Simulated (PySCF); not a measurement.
## Nonlinear optical response: 1-propanol (SMILES CCCO)

Molfile (atoms numbered from 1):
```
C3H8O
     RDKit          3D

 12 11  0  0  0  0  0  0  0  0999 V2000
   -1.5138    0.1532    0.0730 C   0  0  0  0  0  0  0  0  0  0  0  0
   -0.1144    0.1980   -0.5159 C   0  0  0  0  0  0  0  0  0  0  0  0
    0.9208   -0.4060    0.4122 C   0  0  0  0  0  0  0  0  0  0  0  0
    2.2207   -0.4248   -0.1378 O   0  0  0  0  0  0  0  0  0  0  0  0
   -1.8248   -0.8759    0.2719 H   0  0  0  0  0  0  0  0  0  0  0  0
   -1.5652    0.7018    1.0175 H   0  0  0  0  0  0  0  0  0  0  0  0
   -2.2459    0.5941   -0.6060 H   0  0  0  0  0  0  0  0  0  0  0  0
   -0.0818   -0.3350   -1.4709 H   0  0  0  0  0  0  0  0  0  0  0  0
    0.1629    1.2384   -0.7286 H   0  0  0  0  0  0  0  0  0  0  0  0
    0.9087    0.1244    1.3763 H   0  0  0  0  0  0  0  0  0  0  0  0
    0.6721   -1.4505    0.6193 H   0  0  0  0  0  0  0  0  0  0  0  0
    2.4692    0.4784   -0.3501 H   0  0  0  0  0  0  0  0  0  0  0  0
  1  2  1  0
  2  3  1  0
  3  4  1  0
  1  5  1  0
  1  6  1  0
  1  7  1  0
  2  8  1  0
  2  9  1  0
  3 10  1  0
  3 11  1  0
  4 12  1  0
M  END
```

Level of theory: quadratic response CAM-B3LYP/def2-TZVPD first hyperpolarisability, Taylor convention, gas phase in PySCF 2.14.0. Geometry: PBE0-D3(BJ)/def2-TZVP.

Problem. What is the first hyperpolarisability, and how does it disperse?

Solution. In au, Taylor convention; the vector part is βᵢ = ⅓ Σⱼ (βᵢⱼⱼ + βⱼᵢⱼ + βⱼⱼᵢ); β∥ is 3/5 of the vector part along the dipole, the dipole points from − to +:
```
                   process  λ (nm)  β vector norm     β∥  β HRS  depolarisation ratio
           static β(0;0,0)       ∞           66.2  -33.6   25.1                  7.28
second harmonic β(−2ω;ω,ω)    1907           67.5  -34.4   25.6                  7.24
         Pockels β(−ω;ω,0)    1907           66.7  -33.9      –                     –
second harmonic β(−2ω;ω,ω)    1064           70.5  -36.1   26.7                  7.15
         Pockels β(−ω;ω,0)    1064           67.6  -34.4      –                     –
```

Problem. Which lowest excitations, dipole and polarisabilities go with it?

Solution. S1 6.75 eV (f = 0.007); S2 7.82 eV (f = 0.015); S3 8.11 eV (f = 0.009); dipole 1.80 D; isotropic α 45.0 au static, 45.1 au at 1907 nm, 45.3 au at 1064 nm, 45.4 au at 953.5 nm, 46.2 au at 532 nm.
